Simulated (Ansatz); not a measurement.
[SiH$_{3}$···H···S], triplet: reading a ladder of total energies

Geometry: a point of a hydrogen-transfer path between rigid fragments, not a stationary point.

| atom | x (Å) | y (Å) | z (Å) |
| --- | --- | --- | --- |
| Si | -1.6541 | 0.0000 | 0.0000 |
| H | -2.1490 | 1.3997 | 0.0000 |
| H | -2.1490 | -0.6999 | 1.2122 |
| H | -2.1490 | -0.6999 | -1.2122 |
| H | -0.0431 | 0.0000 | 0.0000 |
| S | 1.6529 | 0.0000 | 0.0000 |

Basis cc-pVDZ; Ansatz 0.2.0. Correlated methods freeze the noble-gas cores, which leaves 14 electrons in 46 orbitals. R marks a restricted (for open shells ROHF) determinant, U an unrestricted one.

Full CI isn't at hand for all of this; UCCSDT(Q) serves as the reference, and is uncertain by about the last step of the cluster series.

Runs differ by some tens of microhartree through their thresholds and, for an open shell, their frozen cores, so steps under 0.03 kcal/mol mean nothing.

```json
{"level": "UHF", "total energy (hartree)": "-688.705898"}
{"level": "UMP2", "total energy (hartree)": "-688.919665"}
{"level": "UCCSD", "total energy (hartree)": "-688.968101"}
{"level": "UCCSD(T)", "total energy (hartree)": "-688.973288"}
{"level": "UCCSDT", "total energy (hartree)": "-688.974377"}
{"level": "UCCSDT(Q)", "total energy (hartree)": "-688.974656"}
```

Q: What is the correlation energy at UCCSDT(Q), and what share of it do UMP2 and UCCSDT recover?

A: E(corr) = -688.974656 − (-688.705898) = -0.268758 hartree = -7.313 eV. UMP2: -0.213767 / -0.268758 = 79.54 %. UCCSDT: -0.268479 / -0.268758 = 99.90 %.

Q: By how many kcal/mol does UCCSD(T) miss UCCSDT(Q) (1 hartree = 627.509 kcal/mol), and which steps make up the rest?

A: -688.973288 − (-688.974656) = 0.001368 hartree = 0.86 kcal/mol. Steps: UCCSDT − UCCSD(T) = -0.68, UCCSDT(Q) − UCCSDT = -0.18 kcal/mol. Differences between like states or geometries often cancel part of this.
